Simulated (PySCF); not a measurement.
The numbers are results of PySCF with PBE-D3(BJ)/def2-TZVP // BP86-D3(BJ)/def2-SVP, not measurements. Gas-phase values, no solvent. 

Reference species (SMILES): `[OH]` (neutral, multiplicity 2).

```
Quantity        Value
-------------  ------
dipole moment  1.73 D
```

Changed species: `C[O]` (free radical OCH3; the reference has free radical OH).

**Question.** What does the change do to the dipole moment?

**Answer.** the dipole moment goes up by 0.40 D, to 2.13 D.
